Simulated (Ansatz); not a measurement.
Nb3Sn: a prediction, then the measurements

These are results of DFT PBE, scalar-relativistic, plane waves, PAW in Ansatz, not measurements.

Settings: cutoff 420 eV, Γ-centred mesh 8×8×8 on the computed 8-atom cell, Gaussian smearing of 0.10 eV; no spin polarisation.

Relaxed structure, symmetry kept:

```cif
data_structure
_symmetry_space_group_name_H-M 'Pm-3n'
_symmetry_Int_Tables_number 223
_cell_length_a 5.3191
_cell_length_b 5.3191
_cell_length_c 5.3191
_cell_angle_alpha 90.000
_cell_angle_beta 90.000
_cell_angle_gamma 90.000
_cell_volume 150.50
loop_
_atom_site_label
_atom_site_type_symbol
_atom_site_symmetry_multiplicity
_atom_site_Wyckoff_symbol
_atom_site_fract_x
_atom_site_fract_y
_atom_site_fract_z
_atom_site_occupancy
Nb1 Nb 6 c 0.25000 0.00000 0.50000 1
Sn1 Sn 2 a 0.00000 0.00000 0.00000 1
```

- Space group: Pm-3n (No. 223)
- Volume per atom: 18.81 Å³
- Formation energy from the elements' standard states (uncorrected): -0.171 eV/atom
- Kohn–Sham band gap: none (metal)
- Density of states at the Fermi level: 20.67 states/eV per cell
- Löwdin character within 0.5 eV of the Fermi level: Nb 4d 86 %
- Bader charges (e): Nb (6 in the cell) 0.28, Sn (2 in the cell) -0.83

**Measured values to compare with.**

From “Specific heat of Nb3Sn: The case for a second energy gap”, 2004, arxiv:cond-mat/0403590, for a bulk crystal of Nb3Sn at 300 K: lattice constant a 5.293 ± 0.001 Å.

Against the measured lattice constant a of Nb3Sn, 5.293 Å (300 K; the paper above), the calculated 5.319 Å is off by +0.5 %. The calculation is for 0 K without zero-point motion.